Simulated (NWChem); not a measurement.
System: SiF4; SMILES F[Si](F)(F)F

Input file for NWChem:

```
start job
memory heap 200 mb stack 900 mb global 1100 mb
geometry units angstroms noautosym nocenter noautoz
  F      1.354465     0.735303     0.350074
  Si    -0.000013    -0.000008     0.000002
  F     -1.106131     1.072656    -0.351777
  F     -0.471695    -0.855106     1.242650
  F      0.223330    -0.952901    -1.240952
end
basis spherical
  F library def2-tzvpp
  Si library def2-tzvpp
end
dft
  xc pbe0
  iterations 150
end
cosmo
  do_cosmo_smd true
  solvent water
end
task dft energy
```

Excerpt of the output:

```
             Northwest Computational Chemistry Package (NWChem) 7.3.0
             --------------------------------------------------------

                             Geometry "geometry" -> ""
                             -------------------------

 Output coordinates in angstroms (scale by  1.889725989 to convert to a.u.)

  No.       Tag          Charge          X              Y              Z
 ---- ---------------- ---------- -------------- -------------- --------------
    1 F                    9.0000     1.35446500     0.73530300     0.35007400
    2 Si                  14.0000    -0.00001300    -0.00000800     0.00000200
    3 F                    9.0000    -1.10613100     1.07265600    -0.35177700
    4 F                    9.0000    -0.47169500    -0.85510600     1.24265000
    5 F                    9.0000     0.22333000    -0.95290100    -1.24095200

 Effective nuclear repulsion energy (a.u.)     268.4001224687

                                 NWChem DFT Module
                                 -----------------

 Summary of "ao basis" -> "ao basis" (spherical)
 ------------------------------------------------------------------------------
       Tag                 Description            Shells   Functions and Types
 ---------------- ------------------------------  ------  ---------------------
 F                         def2-tzvpp               11       31   5s3p2d1f
 Si                        def2-tzvpp               14       42   5s5p3d1f

 in cosmo_initialize ...
 calling solv_data for solv:h2o

 solvent parameters
 solvname_short: h2o
 solvname_long:  water
 dielec:       78.4000
 dielecinf:     1.7769
 aqueous SMD model solvent descriptors
 dielec:       78.4000
 sola:          0.8200

          ---------------
          -cosmo- solvent
          ---------------
 Cosmo: York-Karplus, doi: 10.1021/jp992097l
 dielectric constant -eps-     =  78.40
 screen = (eps-1)/(eps    )    =   0.98724
 surface charge correction     = lagrangian

   van der Waals surface
 --------------------------

 ---------- ATOMIC COORDINATES (A.U.) ------------ VDWR(ANG.) --
     1    2.55956771    1.38952119    0.66154394     1.730
     2   -0.00002457   -0.00001512    0.00000378     2.470
     3   -2.09028450    2.02702592   -0.66476214     1.730
     4   -0.89137430   -1.61591603    2.34826800     1.730
     5    0.42203251   -1.80072178   -2.34505924     1.730
 number of segments per atom =        128
 number of   points per atom =        128
 atom (   nspa,  nppa )
 ----------------------
    1 (     64,     0 )       0
    2 (     68,     0 )       0
    3 (     64,     0 )       0
    4 (     65,     0 )       0
    5 (     64,     0 )       0
 number of -cosmo- surface points =      325
 molecular surface =    101.304 angstrom**2
 molecular volume  =     87.705 angstrom**3
 -lineq- algorithm             =   0
 -bem- low  level              =   3
 -bem- from -octahedral-
 gaussian surface charge width =   4.50000
 degree of switching           =   1.00000
 switching function tolerance  =   0.00010
 atomic radii =
 --------------
    1  9.000  1.730
    2 14.000  2.470
    3  9.000  1.730
    4  9.000  1.730
    5  9.000  1.730
 ...... end of -cosmo- initialization ......

 nat:                     5
 ixmem:                  1509
 calling mnsol_interface()
 G(SMD-CDS) energy (kcal/mol)  =     3.211
 SMD-CDS SASA (angstrom**2)    =   109.929

            General Information
            -------------------
          SCF calculation type: DFT
          Wavefunction type:  closed shell.
          No. of atoms     :     5
          No. of electrons :    50
           Alpha electrons :    25
            Beta electrons :    25
          Charge           :     0
          Spin multiplicity:     1
          Use of symmetry is: off; symmetry adaption is: off
          Maximum number of iterations: 150
          AO basis - number of functions:   166
                     number of shells:    58
          Convergence on energy requested:  1.00D-06
          Convergence on density requested:  1.00D-05
          Convergence on gradient requested:  5.00D-04

[...]

                                COSMO-SMD solvation results
                                ---------------------------

             internal energy in gas <Psi(g)|H|Psi(g)> =      -688.835815141709
         internal energy in solvent <Psi(s)|H|Psi(s)> =      -688.835712716563
                               delta internal energy  =         0.000102425147 (    0.06 kcal/mol)
   total free energy in solvent <Psi(s)|H+V/2|Psi(s)> =      -688.838168071679
 polarization energy contribution <Psi(s)|V/2|Psi(s)> =        -0.002455355116 (   -1.54 kcal/mol)
    total free energy in solvent including G(SMD-CDS) =      -688.833051632895
                       G(SMD-CDS) energy contribution =         0.005116438784 (    3.21 kcal/mol)
     1 M fixed-concentration free energy of solvation =         0.002763508814 (    1.73 kcal/mol)

                       DFT Final Molecular Orbital Analysis
                       ------------------------------------

 Vector   23  Occ=2.000000D+00  E=-4.660984D-01
              MO Center= -4.6D-02,  3.6D-01,  3.5D-01, r^2= 2.7D+00
   Bfn.  Coefficient  Atom+Function         Bfn.  Coefficient  Atom+Function
  ----- ------------  ---------------      ----- ------------  ---------------
   110      0.265796  4 F  px                 7      0.242828  1 F  py
   113      0.219829  4 F  px                79     -0.216275  3 F  px
    10      0.200828  1 F  py                80     -0.200922  3 F  py
    82     -0.178871  3 F  px                83     -0.166175  3 F  py
     8     -0.159060  1 F  pz               116      0.137635  4 F  px

 Vector   24  Occ=2.000000D+00  E=-4.660809D-01
              MO Center=  1.7D-01, -4.2D-01,  2.7D-02, r^2= 2.7D+00
   Bfn.  Coefficient  Atom+Function         Bfn.  Coefficient  Atom+Function
  ----- ------------  ---------------      ----- ------------  ---------------
   111     -0.243066  4 F  py                 8      0.225393  1 F  pz
   142      0.223181  5 F  py               114     -0.201029  4 F  py
    11      0.186418  1 F  pz               145      0.184586  5 F  py
   112     -0.177410  4 F  pz               141      0.171619  5 F  px
   115     -0.146725  4 F  pz               144      0.141940  5 F  px

 Vector   25  Occ=2.000000D+00  E=-4.660768D-01
              MO Center= -1.3D-01,  5.9D-02, -3.8D-01, r^2= 2.7D+00
   Bfn.  Coefficient  Atom+Function         Bfn.  Coefficient  Atom+Function
  ----- ------------  ---------------      ----- ------------  ---------------
    81      0.284565  3 F  pz               141     -0.256718  5 F  px
    84      0.235354  3 F  pz               144     -0.212321  5 F  px
    87      0.147356  3 F  pz               110      0.137019  4 F  px
     8     -0.134418  1 F  pz               143     -0.134460  5 F  pz
   147     -0.132926  5 F  px                 7     -0.126302  1 F  py

 Vector   26  Occ=0.000000D+00  E= 1.611589D-02
              MO Center=  3.9D-04, -6.1D-04,  7.0D-04, r^2= 3.7D+00
   Bfn.  Coefficient  Atom+Function         Bfn.  Coefficient  Atom+Function
  ----- ------------  ---------------      ----- ------------  ---------------
    36      1.906718  2 Si s                  5     -0.468383  1 F  s
    78     -0.468251  3 F  s                109     -0.468343  4 F  s
   140     -0.468206  5 F  s                 35      0.333158  2 Si s
    34     -0.267435  2 Si s                 12      0.202295  1 F  px
   118      0.185557  4 F  pz               149     -0.185390  5 F  pz

 Vector   27  Occ=0.000000D+00  E= 8.896182D-02
              MO Center=  2.1D-01, -1.4D-01,  1.7D-01, r^2= 5.1D+00
   Bfn.  Coefficient  Atom+Function         Bfn.  Coefficient  Atom+Function
  ----- ------------  ---------------      ----- ------------  ---------------
    50      0.982683  2 Si py                49     -0.811707  2 Si px
    78     -0.575043  3 F  s                140      0.362714  5 F  s
    47      0.244979  2 Si py                46     -0.202762  2 Si px
    13     -0.172343  1 F  py               116      0.138283  4 F  px
   149      0.133264  5 F  pz                 7     -0.129025  1 F  py

 Vector   28  Occ=0.000000D+00  E= 8.899750D-02
              MO Center= -2.9D-01, -1.0D-01, -4.6D-02, r^2= 5.1D+00
   Bfn.  Coefficient  Atom+Function         Bfn.  Coefficient  Atom+Function
  ----- ------------  ---------------      ----- ------------  ---------------
    49      0.961819  2 Si px                50      0.767467  2 Si py
     5     -0.594150  1 F  s                 51      0.342083  2 Si pz
   140      0.282132  5 F  s                 46      0.240018  2 Si px
   109      0.204849  4 F  s                 47      0.192185  2 Si py
   147     -0.164730  5 F  px                86     -0.152395  3 F  py

     Multipole analysis of the density
     ---------------------------------

     L   x y z        total         alpha         beta         nuclear
     -   - - -        -----         -----         ----         -------
     0   0 0 0      0.000000    -25.000000    -25.000000     50.000000

     1   1 0 0     -0.000041      0.000415      0.000415     -0.000871
     1   0 1 0      0.000205      0.000617      0.000617     -0.001028
     1   0 0 1     -0.000260     -0.000114     -0.000114     -0.000032

     2   2 0 0    -24.162166    -65.601094    -65.601094    107.040022
     2   1 1 0      0.000506      0.000543      0.000543     -0.000580
     2   1 0 1      0.000042      0.000329      0.000329     -0.000616
     2   0 2 0    -24.162368    -65.601425    -65.601425    107.040481
     2   0 1 1      0.000100      0.000344      0.000344     -0.000589
     2   0 0 2    -24.160905    -65.599918    -65.599918    107.038931
```

Level: PBE0/def2-TZVPP, SMD on the gas-phase geometry. Coordinates come from a B3LYP/6-31G* (spherical d) optimisation. Solvent: water.
